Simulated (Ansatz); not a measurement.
We consider Te₃As₂ (C2/m, No. 12), described by r²SCAN+rVV10 (Ansatz, an electronic-structure program, plane waves, PAW).

Settings: plane-wave cutoff 500 eV, 10×10×4 k mesh (along the axes of the cell as run), Fermi–Dirac smearing 0.05 eV, scalar-relativistic PAW data made under PBE.

Cell (relaxed at this level):

```yaml
crystal:
  lattice:
    - [7.30785, -2.01068, -0.02943]
    - [7.30785, 2.01068, -0.02943]
    - [-0.78119, 0.00000, 9.95963]
  atoms:
    - { symbol: Te, position: [0.03484, 0.03484, 0.28818] }
    - { symbol: Te, position: [0.96516, 0.96516, 0.71182] }
    - { symbol: Te, position: [0.77863, 0.77863, 0.33589] }
    - { symbol: Te, position: [0.22137, 0.22137, 0.66411] }
    - { symbol: Te, position: [0.37178, 0.37178, 0.03208] }
    - { symbol: Te, position: [0.62822, 0.62822, 0.96792] }
    - { symbol: As, position: [0.61780, 0.61780, 0.43882] }
    - { symbol: As, position: [0.38220, 0.38220, 0.56118] }
    - { symbol: As, position: [0.20485, 0.20485, 0.14133] }
    - { symbol: As, position: [0.79515, 0.79515, 0.85867] }
```

Question: What does this level give for the band gap?

Answer: 
band gap: 0.56 eV (on the SCF k mesh)

Measured, for comparison: band gap 0.4 eV (4 K, zero-point motion not removed, scanning tunnelling spectroscopy; as tabulated in Electronic band gap of van der Waals α-As2Te3 crystals, HAL hal-03321708).

Spin–orbit coupling is not included; with these elements it can move the gap by several tenths of an eV or more.

The computed numbers hold no vibrational or temperature effects.

It cost very roughly 40 core-minutes of CPU time.
